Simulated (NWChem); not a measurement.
# SiH2 cation, doublet

```xyz
3

Si     0.0000     0.0000     0.1831
H      1.2878     0.0000    -0.5727
H     -1.2878     0.0000    -0.5727
```
Atoms are numbered in this order, from 1.

Program: NWChem. Spin-unrestricted. In the optimisation the excess spin sits in a1 (C2v, its own frame). Geometry: optimised at B3LYP/6-31G* (spherical d), spin-unrestricted. No stability test was run on the SCF state. Atomic charges in e: unrestrained fits to the electrostatic potential beside Mulliken populations; the two definitions need not agree.

Q: What does the run give for B3LYP/def2-SVP? Quantities: ESP Si1; Mulliken Si1; relative RMS misfit of the potential (%).

A: 
```
Property                                  Result
----------------------------------------  ------
ESP Si1                                     0.92
Mulliken Si1                                0.83
relative RMS misfit of the potential (%)       3
```
